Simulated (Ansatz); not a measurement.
in.yaml

```yaml
crystal:
  periodic: [false, false, false]
  atoms:
    - {symbol: Si, position_ang: [0.000000, 0.000000, 0.649966]}
    - {symbol: B, position_ang: [0.000000, 0.000000, -1.342837]}
    - {symbol: H, position_ang: [0.000000, -1.075954, -1.853888]}
    - {symbol: H, position_ang: [0.000000, 1.075954, -1.853888]}
basis:
  gaussian: {orbitals: cc-pVDZ}
magnetization: {spin_polarized: true, initial_magnetization: 3}
correlation: {method: ccsd_t, electrons: outside_noble_gas}
```

```sh
$ ansatz run in.yaml --threads 1 --pin off --events-out ev --progress --plain --max-ram 2816MiB --backend cpu
```

Log:

```
402 factors; integrals over basis functions are off by at most 9.7e-4 eV
mean field evaluation 1: about -8561.0625 eV, gradient 8.6e0 eV
mean field evaluation 2: about -8561.1053 eV, gradient 8.6e0 eV
mean field evaluation 4: about -8562.1350 eV, gradient 1.4e0 eV
mean field evaluation 8: about -8562.2747 eV, gradient 4.7e-1 eV
mean field evaluation 16: about -8562.3048 eV, gradient 4.1e-6 eV
mean field evaluation 32: about -8560.1764 eV, gradient 4.1e-1 eV
mean field evaluation 64: about -8558.3499 eV, gradient 4.2e-1 eV
mean field -8562.30480016 eV, -314.6588976674 hartree, gradient 4.1e-6 eV, S^2 3.752644; 1 other end points of the search recorded, 0 dependent functions left out
determinant -8562.30480016 eV, -314.6588976674 hartree, with singles and doubles -8566.87906084 eV, -314.8269986468 hartree
determinant -8560.18476785 eV, -314.5809879168 hartree, with singles and doubles -8564.74517403 eV, -314.7485797528 hartree
6 core orbitals not correlated: weight in the atoms' cores, before any rotation towards them, 1.000 or more for the frozen orbitals, at most 0.000 for the correlated occupied ones
reference -8562.30480016 eV, -314.6588976674 hartree; 6, 3 occupied and 30, 33 virtual orbitals, 402 factors
second order -3.64660913 eV of doubles, -0.00000000 eV of singles
cycle   1  -4.57461132 eV  change   -3.5e-4 eV  update   8.7e-4
cycle   2  -4.57485874 eV  change   -2.5e-4 eV  update   5.1e-4
cycle   3  -4.57480218 eV  change    5.7e-5 eV  update   1.5e-4
cycle   4  -4.57473890 eV  change    6.3e-5 eV  update   7.5e-5
cycle   5  -4.57483806 eV  change   -9.9e-5 eV  update   3.4e-5
cycle   6  -4.57488435 eV  change   -4.6e-5 eV  update   1.1e-5
cycle   7  -4.57489220 eV  change   -7.8e-6 eV  update   5.4e-6
perturbative correction -0.15618768 eV, -0.0057397916 hartree
Total energy: -8567.03588005 eV, -314.8327616463 hartree
```

For the same geometry and basis RCCSDTQ lies 49.0 meV lower.

Ran on 1 thread of AMD EPYC 7R13, shared host: 1.4 s wall, 0.16 GiB peak host memory.
